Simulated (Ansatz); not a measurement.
## Ansatz (development build ahead of 0.2.0) run

```yaml
crystal:
  periodic: [false, false, false]
  atoms:
    - { symbol: "N", position_ang: [0.0, 0.55, 2.8] }
    - { symbol: "N", position_ang: [0.0, -0.55, 2.8] }
    - { symbol: "N", position_ang: [0.55, 0.0, 0.0] }
    - { symbol: "N", position_ang: [-0.55, 0.0, 0.0] }
basis:
  gaussian: { orbitals: cc-pVDZ }
hamiltonian:
  xc: hf
```

The input is written out in the form of the current development build from the run's settings.

Results

* Converged: yes
* Total energy: -217.90106 hartree
* Spin squared of the determinant: 0.000
